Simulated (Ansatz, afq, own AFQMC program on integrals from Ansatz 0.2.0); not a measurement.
CH$_{5}$B, triplet: AFQMC among the cluster methods

```xyz
7

B    -1.3461    0.0000    0.0000
H    -1.9428    1.0336    0.0000
H    -1.9428   -1.0336    0.0000
H     0.1559    0.0000    0.0000
C     1.2459    0.0000    0.0000
H     1.6604    0.0000    0.9962
H     1.6604    0.0000   -0.9962
```

Basis cc-pVDZ. Noble-gas cores (and the filled d shells of Ga–Kr and In–Xe) are frozen. Integrals, coupled cluster, full CI and functionals: Ansatz 0.2.0; the random walks run on the same integrals in our own AFQMC program. ph-AFQMC/CISD is guided by a CISD state made of CCSD amplitudes; releasing the constraint for a short imaginary time cuts its bias at the price of noise, slowly where states lie close. ± is one standard error of the sampling.

Determinant: UHF, the one that the program's search chose, which needn't be the lowest solution. The geometry is a point of a scan.

No full CI on the walks' own integrals is used here; CCSDT(Q) serves as the reference and is uncertain by about the last step of the cluster series.

Cautions: lower spins were not checked; the ph-AFQMC/CISD walk drifts between its halves (2.8 errors).

The T1 diagnostic is 0.0105, the weight of the determinant in the CISD state is 0.894 and the ⟨S²⟩ of the determinant is 2.025. The size of the correlated space is 12 electrons in 51 orbitals.

```csv
level,correlation energy (eV)
MP2,-5.5522
CCSD,-6.7182
CCSD(T),-6.8512
```

Q: Estimate where phaseless AFQMC with the Hartree–Fock trial lies against CCSD(T) on the same integrals.

A: 26.6 ± 21.6 meV below CCSD(T). The gap is under twice the noise, so this walk alone can't tell the two apart.

Reference: CCSDT(Q), correlation energy -6.882 eV. The released energy is read at 2.40 1/Eh (meV from the phaseless value at times in 1/Eh: -0.8 ± 2.3 at 0.24, -0.4 ± 2.4 at 0.51, -4.3 ± 1.7 at 0.99, -1.3 ± 2.3 at 1.62, -6 ± 4 at 2.40).

```json
{"level": "CCSD(T)", "E − E(reference) (meV)": "30.8", "share of correlation (%)": "99.55"}
{"level": "CCSDT", "E − E(reference) (meV)": "5.5", "share of correlation (%)": "99.92"}
{"level": "ph-AFQMC/HF", "E − E(reference) (meV)": "4.2 ± 21.6", "share of correlation (%)": "99.94"}
{"level": "ph-AFQMC/CISD", "E − E(reference) (meV)": "-0.6 ± 2.1", "share of correlation (%)": "100.01"}
{"level": "released AFQMC", "E − E(reference) (meV)": "-6.1 ± 4.1", "share of correlation (%)": "100.09"}
```

A walk keeps the symmetry of its determinant, which the program's search chose and which needn't be the lowest solution, so a lower state of the same spin and another symmetry isn't excluded. Released energies are given only where the last usable release times agree within the noise; a slower fall can still hide under it.
